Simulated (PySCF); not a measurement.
CH8Si2.
SMILES with atom numbers: `[SiH3:1][CH2:2][SiH3:3]` (hydrogens: H4, H5, H6 on Si1; H7, H8 on C2; H9, H10, H11 on Si3)

Theory: PBE0-D3(BJ)/def2-SVP geometry optimisation, gas phase in PySCF 2.14.0.

List the bond lengths and angles at this level.

```csv
bond,length (pm),order
"Si1–C2, C2–Si3",188.2,single
Si1–H4 and 5 like bonds,149.6,single
"C2–H7, C2–H8",110.4,single
```

Bonds in one row agree within 1 pm and their mean is given. Orders are formal, as drawn. A selection of angles:
```csv
angle,degrees
C2–Si1–H4,111.0
C2–Si1–H5,110.2
H4–Si1–H5,108.5
Si1–C2–Si3,115.1
Si1–C2–H7,108.7
H7–C2–H8,106.8
```

Si1 (SiH3 silicon) is tetrahedral (angles from 108.3° to 111.0°).

Stationary, but not proved a minimum.

The run took 24 s wall on Arm Neoverse N1, one thread, no GPU, shared host, and the process peaked at 0.39 GiB of memory. This is the geometry optimisation.
